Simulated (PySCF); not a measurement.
## Exact simulation of a proton spin system

Molecule: propanoyl fluoride (CCC(=O)F, C$_{3}$H$_{5}$FO).

Cartesian coordinates in Å; atom numbers follow the order of the lines, from 1:
```xyz
10

C    -1.0520   -0.2708    0.4130
C     0.1227   -0.2337   -0.5573
C     1.2507    0.6365   -0.0957
O     1.7921    1.5158   -0.6726
F     1.6415    0.2987    1.1471
H    -1.8375   -0.9404    0.0358
H    -1.4946    0.7283    0.5414
H    -0.7368   -0.6335    1.4012
H    -0.1749    0.1246   -1.5519
H     0.5379   -1.2488   -0.6816
```

PySCF 2.14 calculation with PBE0-D3(BJ)/def2-SVP structure, J: B3LYP/pcJ-1 (spin–dipole term only in couplings to heteroatoms) and NMR shieldings at PBE/pcSseg-2/GIAO; single conformer, equivalent nuclei averaged, relativity neglected, no solvent model.

δ = σ(ref) − σ, references computed at the same level: ¹H against TMS.

Shifts (ppm): F5 28.2, H6/H7/H8 1.25, H9/H10 2.40.
Couplings (Hz): F5–H6, F5–H7, F5–H8: -0.3; F5–H9, F5–H10: 7.9; H6–H7, H6–H8, H7–H8: -14.3; H6–H9, H6–H10, H7–H9, H7–H10, H8–H9, H8–H10: 8.8; H9–H10: -15.6.

The 6-spin Hamiltonian (Zeeman plus full scalar coupling among like nuclei) was diagonalised exactly; lines are Lorentzian, 1.0 Hz wide, and the maxima above 3 % are listed with the tallest set to 100.

Q: Give the ¹H peak list of this spin system at 60 MHz.

A: 
| Hz | ppm | height |
| --- | --- | --- |
| 162.6 | 2.710 | 6 |
| 161.1 | 2.684 | 6 |
| 154.7 | 2.578 | 13 |
| 153.0 | 2.549 | 26 |
| 147.0 | 2.450 | 10 |
| 145.2 | 2.419 | 34 |
| 144.1 | 2.402 | 39 |
| 137.5 | 2.291 | 16 |
| 136.2 | 2.269 | 37 |
| 128.7 | 2.145 | 12 |
| 127.2 | 2.120 | 12 |
| 83.1 | 1.384 | 65 |
| 74.9 | 1.248 | 100 |
| 65.9 | 1.098 | 36 |
| 64.5 | 1.075 | 21 |

Q: And at 600 MHz?

A: 
```csv
Hz,ppm,height
1457.2,2.429,9
1448.5,2.414,29
1440.5,2.401,34
1439.7,2.400,34
1431.7,2.386,30
1423.0,2.372,9
758.8,1.265,51
750.0,1.250,100
741.2,1.235,49
```

Q: Among coupled protons with different shifts, which pair is furthest from first order, and how does the field change that?

A: H6 and H9: Δν/J is about 7.8 at 60 MHz (intermediate, with clear roofing) and 78.4 at 600 MHz (close to first order). J in Hz doesn't depend on the field, while Δν in Hz grows in proportion to it.

Unscaled 3J(H,H) at this level run about 10 % above measured values.
